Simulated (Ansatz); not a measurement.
A made-up structure of BSiH$_{4}$O (charge +1), closed shell:

```xyz
7
angstrom
B -1.3317 0.2078 -0.6597
O -0.1000 0.0155 -0.0497
Si 1.2757 -0.1991 0.6319
H -1.3296 0.2427 -1.8455
H -2.2642 0.3182 0.0654
H 0.2527 0.8538 0.2874
H 1.6927 -1.5826 0.8904
```

It is relaxed with PBE-D4/def2-SVP and then PBE0-D4/def2-TZVP (Ansatz 0.2.0). Atoms count as bonded within 1.22 times the sum of their covalent radii (H–H: 0.88 Å). The end point is not checked to be a true minimum.

Question: Does its bonding change? (A judgement: the text doesn't fix the answer.)

Answer: Computed: Yes. Formed: none; broken: Si3–H6.

Where it ends: The first stage lowers the energy by 3.47 eV in 12 steps. It ends as BSiH₄O ([BH2][OH][SiH]), total charge +1:
B1  (-1.157, 0.080, -0.546)
O2  (-0.099, 0.430, 0.348)
Si3  (1.570, -0.375, 0.698)
H4  (-0.959, -0.890, -1.189)
H5  (-2.094, 0.802, -0.531)
H6  (-0.275, 1.230, 0.872)
H7  (1.211, -1.421, -0.331)
(Å)

Labels in which every atom is bracketed show which atoms are joined, not bond orders.

For scale, one of the runs: PBE0-D4/def2-TZVP relaxation, 123 basis functions, launched by `ansatz run in.yaml --threads 2 --pin off --events-out ev --progress --plain --max-ram 4352MiB`. The run took about 12 s on 2 CPU threads of an Intel Xeon Platinum 8488C (shared host).
